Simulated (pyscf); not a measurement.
Structures and frequencies: ωB97X-D3(BJ)/def2-SVP in PySCF.

`[CH3][SiH3]` + `[ClH]` -> `[CH3][SiH2][Cl]` + `[H][H]`
Surface: singlet. Broken: H–Si, Cl–H. Formed: Cl–Si, H–H. Give ΔE‡ and ΔE from ωB97M-D3(BJ)/def2-TZVP, relative to the separated reactants.

ΔE‡ = 33.9 kcal/mol, ΔE = -19.5 kcal/mol. Zero-point energy shifts the barrier by +0.9 kcal/mol. It is a four-centre exchange, with an imaginary mode of 923i cm⁻¹. This is the saddle that the search found; another between the same sides may lie lower.
